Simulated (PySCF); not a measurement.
Löwdin shares of the frontier orbitals

Compound: 2-chloroethyl methyl ether, C3H7ClO.
Geometry (PBE0-D3(BJ)/def2-SVP, Å), atoms numbered from 1 in this order:
```
atom  x, y, z in Å
C1    -1.9130    0.3857   -0.8456
O2    -0.6121    0.0110   -0.5145
C3     0.2500   -0.0342   -1.6086
C4     1.6093   -0.4578   -1.0998
Cl5    2.7773   -0.5254   -2.4421
H6    -1.9514    1.3996   -1.2910
H7    -2.5095    0.3866    0.0771
H8    -2.3765   -0.3189   -1.5643
H9    -0.1011   -0.7547   -2.3757
H10    0.3312    0.9540   -2.1062
H11    1.5575   -1.4528   -0.6380
H12    1.9823    0.2574   -0.3544
```

Computed, not measured: TDDFT PBE0/def2-SVPD, vertical, gas phase, core orbitals frozen in the response (PySCF).

Kohn–Sham orbitals with the atoms that hold most of them (Löwdin shares over 4%, at most four atoms; ? is withheld):

| orbital | ε (eV) | atoms |
| --- | --- | --- |
| HOMO-3 | -9.60 | O2 51%, C1 16%, C3 10%, H7 6% |
| HOMO-2 | -8.65 | Cl5 76%, C4 12%, C3 6% |
| HOMO-1 | -8.56 | ? |
| HOMO | -7.85 | O2 58%, C3 10%, C1 10%, H10 5% |
| LUMO | ? | ? |
| LUMO+1 | 0.81 | Cl5 24%, C1 20%, C4 10%, H6 8% |
| LUMO+2 | 1.20 | Cl5 31%, C4 17%, H11 11%, H12 10% |

Problem. Give the leading atoms of the HOMO-1.

Solution. Cl5 (bonded to C) 75%; C4 (bonded to C, Cl and 2 H) 14%; H12 (bonded to C) 4%; H11 (bonded to C) 4%. By element: chlorine 75%, carbon 14% or more, hydrogen 9% or more.

Problem. Give the leading atoms of the LUMO.

Solution. Cl5 (bonded to C) 38%; C4 (bonded to C, Cl and 2 H) 16%; C3 (bonded to C, O and 2 H) 10%; C1 (bonded to O and 3 H) 9%. By element: chlorine 38%, carbon 35%.

Problem. What is the LUMO energy, and the HOMO–LUMO gap?

Solution. ε(LUMO) = 0.45 eV; the gap is 8.30 eV (0.3051 hartree).

Problem. How does S1 compare with the orbital gap of 8.30 eV?

Solution. S1 is at 7.01 eV (f = 0.011), 1.29 eV below the gap, made of HOMO→LUMO (95%). Without the coupling terms of the response equations the lowest excitation would equal the gap.

Problem. One configuration dominates each of S1, S2, S3 and S4. Which, and how do the shares of the two leading atoms of either orbital change from the occupied to the empty one?

Solution. 
- S1 (7.01 eV, f 0.011), HOMO→LUMO (95%): O2 58% → at most 10%, C3 10% → 10%, Cl5 at most 5% → 38%, C4 at most 5% → 16%
- S2 (7.42 eV, f 0.0000), HOMO-1→LUMO (74%): Cl5 75% → 38%, C4 14% → 16%
- S3 (7.51 eV, f 0.0040), HOMO-2→LUMO (82%): Cl5 76% → 38%, C4 12% → 16%
- S4 (7.52 eV, f 0.024), HOMO→LUMO+1 (86%): O2 58% → at most 9%, C3 10% → at most 9%, Cl5 at most 5% → 24%, C1 10% → 20%

Löwdin shares depend on the basis, the more so with diffuse functions.

Time: 85 s. Hardware: an Arm Neoverse V1 with one thread, shared host.

One conformer stands for the species.
